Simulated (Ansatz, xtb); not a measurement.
**Relative energy of two isomers of C5H3N**

Structure a: `C#C/C=C/C#N`, a singlet. Structure b: `C#C/C=C\C#N`, a singlet. Both are isolated molecules in the gas phase, relaxed with PBE0-D3(BJ)/def2-SVP.

Question: Which of the two would you expect CCSD(T)/def2-SVP + ΔMP2/def2-TZVPP electronic energies to favour?

Answer: CCSD(T)/def2-SVP + ΔMP2/def2-TZVPP gives E(b) − E(a) = +0.17 kcal/mol, slightly favouring structure a, which is too small a margin to settle the true order.

Level by level:

| level | geometry | E(b) − E(a) (kcal/mol) | departure from the last row (kcal/mol) | job, with rough time for the two |
| --- | --- | --- | --- | --- |
| GFN2-xTB | GFN2-xTB | +0.56 | +0.39 | optimisation, 0.092 s |
| HF/STO-3G | GFN2-xTB | +0.23 | +0.05 | single point, 0.24 s |
| r2SCAN-D4/def2-SVP | GFN2-xTB | +0.39 | +0.21 | single point, 3 s |
| PBE0-D3(BJ)/def2-SVP | PBE0-D3(BJ)/def2-SVP | +0.32 | +0.15 | optimisation, 28 s |
| HF/def2-SVP | PBE0-D3(BJ)/def2-SVP | +0.69 | +0.52 | part of the CCSD(T) run |
| MP2/def2-SVP | PBE0-D3(BJ)/def2-SVP | +0.49 | +0.32 | part of the CCSD(T) run |
| CCSD(T)/def2-SVP | PBE0-D3(BJ)/def2-SVP | +0.69 | +0.51 | single point |
| CCSD(T)/def2-SVP + ΔMP2/def2-TZVPP | PBE0-D3(BJ)/def2-SVP | +0.17 |  | single point, 26 s |

As drawn, both hold the same kinds of bond in the same numbers.

The largest departure from CCSD(T)/def2-SVP + ΔMP2/def2-TZVPP is that of HF/def2-SVP, 0.52 kcal/mol. The last row adds to CCSD(T) the change of the MP2 difference between the two basis sets, here −0.51 kcal/mol.

With harmonic frequencies from PBE0-D3(BJ)/def2-SVP (ideal gas, rigid rotor, one conformer each, 298.15 K, 1 atm): on the last row, ΔE + ΔZPE = +0.35, ΔH = +0.24, ΔG = +0.20 kcal/mol.

The correlated steps freeze 6 core orbitals. Run with Ansatz 0.2.0, xtb 6.7.1; the last row on 2 threads of Arm Neoverse V2 on a shared host.
